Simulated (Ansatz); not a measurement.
# AlH2OSi radical (SMILES O=[SiH][AlH]): single points off equilibrium

An exercise on one series of results from a longer session: the logs are not shown, and one member is left open.

Program: Ansatz 0.2.0, Gaussian basis. Level of theory: single points in def2-TZVPP. These are calculated values, not measurements.

Correlated methods freeze the cores. Orbitals are unrestricted.

## Where the work starts

SMILES `O=[SiH][AlH]`, 5 atoms, charge 0, spin multiplicity 2.

Atoms are counted from 1 here; the program's logs count them from 0.

Bond lengths: O1–Si2 1.510 Å, Si2–Al3 2.493 Å, Si2–H4 1.421 Å, Al3–H5 1.567 Å. Angles: O1–Si2–Al3 116.9°, O1–Si2–H4 120.0°, Al3–Si2–H4 123.0°, Si2–Al3–H5 110.8°.

Coordinates:

```xyz
5
charge 0, multiplicity 2
O    -1.07660   -1.66520    0.95580
Si   -0.66050   -0.54940    0.02690
Al    1.42300    0.68720    0.61390
H    -1.47580   -0.20920   -1.08550
H     1.72820    1.79950   -0.44750
```

Set-up of the first run:

run/in.yaml

```yaml
crystal:
  periodic: [false, false, false]
  atoms:
    - {symbol: O, position_ang: [-1.076600, -1.665200, 0.955800]}
    - {symbol: Si, position_ang: [-0.660500, -0.549400, 0.026900]}
    - {symbol: Al, position_ang: [1.423000, 0.687200, 0.613900]}
    - {symbol: H, position_ang: [-1.475800, -0.209200, -1.085500]}
    - {symbol: H, position_ang: [1.728200, 1.799500, -0.447500]}
basis:
  gaussian: {orbitals: def2-TZVPP}
magnetization: {spin_polarized: true, initial_magnetization: 1}
correlation: {method: ccsd_t}
scf: {omitted_lower_state_checks: [cluster_reference]}
output: {forces: true}
```

The command line of these runs was not kept.

Among the steps run: CCSD(T)/def2-TZVPP; PBE0-D4/def2-TZVPP; wB97M-V/def2-TZVPP; r2SCAN-D4/def2-TZVPP; PBE-D4/def2-TZVPP; r2SCAN0-D4/def2-TZVPP; BHLYP-D4/def2-TZVPP.

One table of the session follows, with a row left open; its other results are not shown here.

```
    method  RMS force component (eV/Å)  angle to CCSD(T) forces (°)  dipole (D)
   CCSD(T)                       0.728                    reference        3.67
   PBE0-D4                       0.663                         20.1        3.76
   wB97M-V                       0.599                         17.6        3.91
 r2SCAN-D4                       0.711                          9.9        3.55
    PBE-D4                       0.885                          6.1        3.39
r2SCAN0-D4                           ?                            ?           ?
  BHLYP-D4                       0.548                         48.5        4.12
```

Estimate the missing values for r2SCAN0-D4.

The run gave: RMS force component (eV/Å): 0.598; angle to CCSD(T) forces (°): 31.4; dipole (D): 3.85. In the column «RMS force component (eV/Å)» it lies between BHLYP-D4 (0.548) and wB97M-V (0.599).
